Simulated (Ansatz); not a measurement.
**Electronic dielectric constant ε∞ of some main-group oxides**

Method: PBE (Ansatz, an electronic-structure program, PAW). References are measured values at room or unstated temperature, uncorrected unless marked, so that the deviations hold thermal and zero-point effects besides the level's error.

```tsv
solid	reference	PBE	deviation (%)
stishovite (SiO2)	3.27	?	?
rock-salt MgO	2.96¶	3.24	+9.5
corundum Ga₂O₃ (metastable phase)	3.83	4.52	+18.0
corundum (α-Al2O3)	3.1	3.27	+5.5
rock-salt CaO	3.3	3.79	+14.8
rock-salt BaO	3.61	4.18	+15.8
```

**Question.** Estimate the withheld PBE value.

**Answer.** The deviations of the other rows run from +5.5 % to +18.0 %, with a median of +14.8 %; carried to the reference 3.27 it gives 3.75. The run gives 3.48 (+6.4 %), -7.2 % from the estimate; the row was drawn at random, and such an estimate is rough. Over these 6 solids the mean deviation is +11.7 %, the mean absolute deviation 11.7 % (median 12.2 %), and the worst case corundum Ga2O3 (metastable phase) at +18.0 %; the value is above the reference in 6 of 6 cases.

Spin–orbit coupling is left out, also for the solids with elements from indium on (rock-salt BaO); its size isn't shown.

¶ marks references of a special kind: rock-salt MgO, 2.96 (measured, 296 K, copied from a table, unchecked, long-wavelength limit of the electronic terms of a dispersion formula fitted to measured refractive indices over 0.36-5.4 um; lattice terms left out; as tabulated in doi:10.6028/jres.049.025 ).

Differences are worked out from the printed values.

Each level is taken at its own relaxed cell. Ansatz's density-functional and Hartree–Fock values are scalar-relativistic unless marked +SOC, with PAW data made under PBE.

Not in this set, of the main-group oxides with a reference value in our tables and a result at some level: 2 for no value at PBE (not run, a failed fit, an unstable or unbound cell, or a value held back for tests); 1 for another kind of cell or another program. These can be a level's best or worst cases. At least 1 more with a reference value is held back for tests. Solids without a released value at any level aren't counted. Layered and molecular crystals are counted apart.

References as tabulated in He et al. (2014), arXiv:1309.4805; doi:10.6028/jres.049.025 ; Stokey et al. (2021), arXiv:2108.12058; Skone et al. (2014), arXiv:1501.03184 and others.
